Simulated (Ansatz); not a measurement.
**SiN (doublet): from Hartree-Fock to the top rungs at distance Si1–N2 = 1.375 Å, 6-31G**

How much of the correlation energy of SiN (doublet) does each wave-function method recover here?

Method: 6-31G, core rule «outside noble gas», up to 6 orbitals frozen; program: Ansatz 0.2.0, Gaussian basis.

The runs, in order: UHF; CCSD(T) on ROHF; CCSD(T) on UHF; BCCD(T) on ROHF; CISD; CCSDT(Q) on ROHF; CCSDT(Q) on UHF; CISDTQ; CCSDTQ on ROHF; CCSDTQ on UHF; CASSCF and MRCISD+Q, 3 electrons in 3 orbitals; CASSCF and NEVPT2, 3 electrons in 3 orbitals; CASSCF and MRCISD+Q, 9 electrons in 8 orbitals; CASSCF and NEVPT2, 9 electrons in 8 orbitals; Full CI.

28 further runs of the same task are left out: 6 for a known fault of the program, 13 that didn't finish, 9 set aside as unsound or not needed.

### Step 1. The geometry

The geometry derives from a PBE0/def2-TZVP stationary point (not a proven minimum). One bond is set to the value named and the two fragments are kept rigid.

2 atoms, charge 0, spin multiplicity 2.

Atoms are counted from 1 here; the program's logs count them from 0.

Bond lengths: Si1–N2 1.375 Å.

Coordinates:

```xyz
2
charge 0, multiplicity 2
Si    0.00000    0.00000    0.00000
N     0.00000    0.00000    1.37500
```

### Step 2. UHF

Input file in.yaml:

```yaml
crystal:
  periodic: [false, false, false]
  atoms:
    - {symbol: Si, position_ang: [0.000000, 0.000000, 0.000000]}
    - {symbol: N, position_ang: [0.000000, 0.000000, 1.375000]}
basis:
  gaussian: {orbitals: 6-31G}
magnetization: {spin_polarized: true, initial_magnetization: 1}
hamiltonian: {xc: hf}
output: {orbitals: {seedname: orbitals}}
```

The run is started by

```console
ansatz run in.yaml --threads 1 --pin off --events-out ev --progress --plain --max-ram 2393MiB
```

Further steps of the session: CCSD(T) on ROHF; CCSD(T) on UHF; BCCD(T) on ROHF; CISD; CCSDT(Q) on ROHF; CCSDT(Q) on UHF; CISDTQ; CCSDTQ on ROHF; CCSDTQ on UHF; CASSCF and MRCISD+Q, 3 electrons in 3 orbitals; CASSCF and NEVPT2, 3 electrons in 3 orbitals; CASSCF and MRCISD+Q, 9 electrons in 8 orbitals; CASSCF and NEVPT2, 9 electrons in 8 orbitals; Full CI.

**Question.** What will the summary of the whole plan be? Wanted: FCI below the RHF energy; RMP2 from FCI; UMP2 from FCI; RCCSD from FCI; RCCSD(T) from FCI; UCCSD(T) from FCI; RCCSDT(Q) from FCI; UCCSDT(Q) from FCI; NEVPT2 pair from FCI.

As calculated:

```
                         quantity                                                                             value
         FCI below the RHF energy                                                                        -4.7000 eV
                    RMP2 from FCI                                                                      +72.2 kJ/mol
                    UMP2 from FCI                                                                      +82.8 kJ/mol
                   RCCSD from FCI                                                                      +21.6 kJ/mol
                RCCSD(T) from FCI                                                                       +5.6 kJ/mol
                UCCSD(T) from FCI                                                                       +7.5 kJ/mol
               RCCSDT(Q) from FCI                                                                        0.0 kJ/mol
               UCCSDT(Q) from FCI                                                                       -0.1 kJ/mol
             NEVPT2 pair from FCI                                                                      +68.6 kJ/mol
           MRCISD+Q pair from FCI                                                                       +6.6 kJ/mol
          NEVPT2 valence from FCI                                                                      +38.2 kJ/mol
levels within 1 kcal/mol (43 meV)  RCCSDT, UCCSDT, CISDTQ, RCCSDT(Q), UCCSDT(Q), RCCSDTQ, UCCSDTQ, MRCISD+Q valence
                    T1 diagnostic                                                                             0.077
   effectively unpaired electrons                                                                              1.13
```

What this shows: RCCSD(T) lands +5.6 kJ/mol from the yardstick (1.2 % of the correlation energy). The occupations are near whole numbers, but T1 = 0.077 shows that the orbitals relax strongly. Of the multireference levels listed MRCISD+Q valence comes nearest in total energy (+3.5 kJ/mol), which doesn't show that its space is the better one. These misses are within one basis, not against nature; the frozen cores of restricted and unrestricted runs differ, which can shift their rows.
